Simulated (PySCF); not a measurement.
# Electron affinity of Al by level of theory

Al⁻ [Ne] 3s2 3p2 (3P) → Al [Ne] 3s2 3p1 (2P), as a difference of total energies. All numbers are calculated (PySCF 2.14, the non-relativistic Hamiltonian (point nucleus), in def2-QZVPPD). Correlated levels: valence: [Ne] frozen. The calculations carry no spin-orbit coupling.

```csv
method,electron affinity (eV)
UHF,-0.067
MP2 (valence),0.282
SCS-MP2 (valence),0.192
CCSD (valence),0.292
CCSD(T) (valence),0.342
```

Errors of the correlated levels include the incompleteness of this basis and the frozen core.

A negative affinity means that the anion lies above the atom at that level of theory.

For comparison: 0.433 eV (measured; photodetachment measurements, as compiled on the Wikipedia data page of electron affinities).
